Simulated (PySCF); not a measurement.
Fill in the blanks.

C₃H₆FN.
Numbering: `[CH2:1]=[C:2]([F:3])[CH2:4][NH2:5]` (hydrogens: H6, H7 on C1; H8, H9 on C4; H10, H11 on N5)

Conformer (atom-mapped SMILES and torsion angles): `[CH2:1]=[C:2]([F:3])[CH2:4][NH2:5]`: C1–C2–C4–N5 -123°, H–N5–C4–C2 58°, H–N5–C4–C2 -58°.

```csv
property,level,value
point group,PBE0-D3(BJ)/def2-SVP,C1
"rotational constants A, B, C",PBE0-D3(BJ)/def2-SVP,?
dipole moment,CAM-B3LYP/def2-SVPD,1.15 D
HOMO energy,CAM-B3LYP/def2-SVPD,?
LUMO energy,CAM-B3LYP/def2-SVPD,1.11 eV
lowest singlet excitation,TDDFT CAM-B3LYP/def2-SVPD,"6.53 eV (190 nm, f = 0.065)"
strongest line among the 10 lowest singlet transitions,TDDFT CAM-B3LYP/def2-SVPD,?
lowest triplet excitation (Tamm–Dancoff),TDA CAM-B3LYP/def2-SVPD,?
static isotropic polarisability,CAM-B3LYP/def2-SVPD,48.3 au
vertical ionisation energy,ΔSCF CAM-B3LYP/def2-SVPD,9.67 eV
electronic spatial extent ⟨r²⟩ about the centre of nuclear charge,CAM-B3LYP/def2-SVPD,?
13C chemical shifts (computed TMS as zero) by class,GIAO PBE0/pcSseg-1,?
1H chemical shifts (computed TMS as zero) by class,GIAO PBE0/pcSseg-1,"4.61 (H6), 4.38 (H7), 3.15 (H8/H9), 0.48 (H10/H11) ppm"
"isotropic shieldings of nuclei other than C and H, by class",GIAO PBE0/pcSseg-1,"233 (N5), 279 (F3) ppm"
largest of the computed one-bond spin–spin couplings (means over like bonds),"B3LYP/pcJ-1, spin–dipole term left out for some pairs","19F–13C -326.3 (F3–C2), 13C–1H +172.4 (C1–H7), 13C–1H +170.4 (C1–H6), 13C–1H +141.2 (C4–H8 and 1 like it), 13C–13C +91.1 (C1–C2), 15N–1H -65.2 (N5–H10 and 1 like it), 13C–13C +52.1 (C2–C4), 15N–13C -3.5 (N5–C4) Hz"
core binding energies,"ΔSCF SCAN, pcX-2 on the ionised atom, pcseg-1 elsewhere, spin-free X2C","C1s 290.4 (C1), C1s 292.1 (C4), C1s 292.9 (C2), N1s 405.2 (N5), F1s 693.0 (F3) eV"
```

Gas-phase values; electronic properties from PySCF, density fitting. Isolated species at its PBE0-D3(BJ)/def2-SVP geometry (one conformer only). NMR classes are plain means over equivalent atoms (diastereotopic ones count apart unless rotation or inversion swaps them), as if these changed places fast; in this geometry the members of some classes differ.

(1) What are the rotational constants A, B, C?

(2) Give the HOMO energy.

(3) The lowest triplet excitation (Tamm–Dancoff)?

(4) The strongest line among the 10 lowest singlet transitions?

(5) The electronic spatial extent ⟨r²⟩ about the centre of nuclear charge?

(6) What are the 13C chemical shifts (computed TMS as zero) by class?

Results:

(1) 8.524, 3.958, 3.030 GHz.

(2) -8.70 eV.

(3) 4.39 eV.

(4) S4 at 7.49 eV (166 nm, f = 0.299).

(5) 434 bohr².

(6) 177.2 (C2), 93.2 (C1), 47.3 (C4) ppm.

The dipole matches unit charges of opposite sign 0.24 Å apart (1 e·Å = 4.8032 D). The vertical singlet–triplet gap S1 − T1 is 2.14 eV (TDDFT singlet less Tamm–Dancoff triplet; S1: HOMO→LUMO, weight 0.73; T1: HOMO−1→LUMO, weight 0.29, beside HOMO→LUMO, weight 0.26). The polarisability is 7.16 Å³ as a volume (1 au = 0.148185 Å³), or 1.21 au for each of the 40 electrons. The principal polarisabilities are 39.8, 43.8 and 61.3 au; their mean is the isotropic value. The 10 singlets span 6.53 to 8.80 eV, and their oscillator strengths add up to 0.57. A dipole of 1.15 D is allowed in C1, and pure rotational transitions are dipole-allowed.
